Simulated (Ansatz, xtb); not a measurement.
Two isomers of C2H2B

Structure X: `[B]1C=C1`, a doublet. Structure Y: `B1[C]=C1`, a doublet. Both are isolated molecules in the gas phase, relaxed with PBE-D3(BJ)/def2-SVP.

Quicker runs give these differences E(Y) − E(X): GFN2-xTB −20.3 kJ/mol; HF/STO-3G −20.5 kJ/mol (at GFN2-xTB geometries); r2SCAN-D4/def2-SVP +1.9 kJ/mol (at GFN2-xTB geometries).

Q: Estimate E(Y) − E(X) at the level CCSD(T)/def2-TZVP.

A: Calculated at CCSD(T)/def2-TZVP: E(Y) − E(X) = −11.5 kJ/mol, so structure Y lies lower.

How the difference moves with the method:

```
              level             geometry  E(Y) − E(X) (kJ/mol)  departure from the last row (kJ/mol)  job, with rough time for the two
           GFN2-xTB             GFN2-xTB                   −20.3                                  −8.7              optimisation, 0.25 s
          HF/STO-3G             GFN2-xTB                   −20.5                                  −9.0              single point, 0.84 s
 r2SCAN-D4/def2-SVP             GFN2-xTB                    +1.9                                 +13.4               single point, 5.4 s
PBE-D3(BJ)/def2-SVP  PBE-D3(BJ)/def2-SVP                    −3.1                                  +8.5                optimisation, 32 s
       HF/def2-TZVP  PBE-D3(BJ)/def2-SVP                    +2.1                                 +13.6           part of the CCSD(T) run
      MP2/def2-TZVP  PBE-D3(BJ)/def2-SVP                    −1.0                                 +10.6           part of the CCSD(T) run
  CCSD(T)/def2-TZVP  PBE-D3(BJ)/def2-SVP                   −11.5                                                      single point, 59 s
```

As drawn, Y has 1 B–H in place of 1 C–H.

HF/def2-TZVP puts the two in the other order. r2SCAN-D4/def2-SVP, MP2/def2-TZVP find them nearly level. The largest departure from CCSD(T)/def2-TZVP is that of HF/def2-TZVP, 13.6 kJ/mol.

With harmonic frequencies from PBE-D3(BJ)/def2-SVP (ideal gas, rigid rotor, one conformer each, 298.15 K, 1 atm): the zero-point term adds −5.8 kJ/mol; ΔH is −17.0 and ΔG −19.3 kJ/mol.

Open shells are spin-unrestricted. The correlated steps freeze 3 core orbitals. Codes used: Ansatz 0.2.0, xtb 6.7.1; the last row on 1 thread of Intel(R) Xeon(R) Processor @ 2.50GHz (Skylake/Cascade Lake) on a shared host.
